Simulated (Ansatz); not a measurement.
**O–CH2, triplet: the ladder up to UCCSDT(Q)**

Geometry: that of the O–CH2, singlet, kept fixed. The singlet lies 3.7 eV lower here.

```yaml
atoms:
  - { symbol: O, position_ang: [0.0000, 0.0000, 0.5979] }
  - { symbol: C, position_ang: [0.0000, 0.0000, -0.5975] }
  - { symbol: H, position_ang: [0.0000, -0.9400, -1.1855] }
  - { symbol: H, position_ang: [0.0000, 0.9400, -1.1855] }
```

Basis cc-pVTZ; Ansatz 0.2.0. Correlated methods freeze the noble-gas cores, which leaves 12 electrons in 86 orbitals. R marks a restricted (for open shells ROHF) determinant, U an unrestricted one. Active spaces: valence = (12e, 10o) chosen from the atoms' valence shells.

Full CI isn't at hand for all of this; UCCSDT(Q) serves as the reference, and is uncertain by about the last step of the cluster series. The frozen core follows each run's orbitals, which can shift R against U totals by a few meV.

```
UHF ⟨S²⟩                          : 2.018
T1 diagnostic (RCCSD)             : 0.0356
largest doubles amplitude (RCCSD) : 0.052
T1 diagnostic (UCCSD)             : 0.0297
```

```tsv
level	E − E(RHF) (eV)
UHF	-0.2825
RMP2	-9.6224
UMP2	-9.5806
RCCSD	-10.3142
UCCSD	-10.3232
RCCSD(T)	-10.6718
UCCSD(T)	-10.6721
```

Problem. Estimate how far UCCSDT(Q) in cc-pVTZ lies from RCCSD(T). The table doesn't fix it; the size of (T) and the diagnostics are the guide.

Solution. UCCSDT(Q) in cc-pVTZ lies 1.46 mEh below RCCSD(T), which is 11 % of the (T) step (-13.14 mEh). T1 is raised, but (T) still catches most of what CCSD lacks.

The other levels:

```tsv
level	E − E(UCCSDT(Q)) (mEh)	share of correlation (%)	wall time
BCCD(T)	1.25	99.68	17 s (H100)
RCCSDT	0.66	99.83	–
UCCSDT	0.58	99.85	–
RCCSDT(Q)	0.12	99.97	31 s (H100)
CASSCF (valence space)	312.68	20.57	–
NEVPT2 (valence space)	50.15	87.26	16 s (H100)
MRCISD (valence space)	25.38	93.55	–
MRCISD+Q (valence space)	5.30	98.65	21 s (H100)
```

The correlation energy at UCCSDT(Q), counted from RHF, is -10.712 eV. That run took 30 s on 2 threads of AMD EPYC 7R13 with a shared H100 80 GB, shared host.

Times hold each run's SCF and search for its determinant on a shared host, so for small cases they say little of a method's own cost.

Natural occupations of CASSCF (valence space) about the gap: 1.985 1.977 1.968 1.013 1.009 0.025 0.023 0.017; effectively unpaired electrons, Σ n²(2−n)², 2.01.
